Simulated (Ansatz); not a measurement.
A made-up structure of CH$_{3}$Si$_{2}$, doublet:

C1  (-0.506, 0.518, -0.322)
Si2  (0.661, -0.741, 0.431)
Si3  (2.025, -2.123, 1.298)
H4  (-0.017, 1.496, -0.298)
H5  (-1.433, 0.581, 0.251)
H6  (2.893, -3.232, 1.482)
(Å)

It is relaxed with PBE-D4/def2-SVP and then PBE0-D4/def2-TZVP (Ansatz 0.2.0). Atoms count as bonded within 1.22 times the sum of their covalent radii (H–H: 0.88 Å). The end point is not checked to be a true minimum.

(1) Does its bonding change? (A judgement: the text doesn't fix the answer.)

Results:

(1) By the calculation: No: no bond forms or breaks.

Where it ends: The first stage lowers the energy by 1.56 eV in 13 steps. It ends as CH₃Si₂ ([CH2][Si][SiH]):
| atom | x (Å) | y (Å) | z (Å) |
| --- | --- | --- | --- |
| C1 | -0.3215 | 0.4200 | 0.0336 |
| Si2 | 0.7364 | -0.7388 | 0.6805 |
| Si3 | 2.3944 | -1.7979 | 1.7886 |
| H4 | 0.0433 | 1.2932 | -0.4992 |
| H5 | -1.3972 | 0.2756 | 0.0220 |
| H6 | 2.1682 | -2.9531 | 0.8164 |

Labels in which every atom is bracketed show which atoms are joined, not bond orders.

For scale, one of the runs: PBE0-D4/def2-TZVP relaxation, 123 basis functions, launched by `ansatz run in.yaml --threads 2 --pin off --events-out ev --progress --plain --max-ram 4352MiB`. Hardware: 2 CPU threads of an Arm Neoverse N1, shared host. Wall time about 85 s.
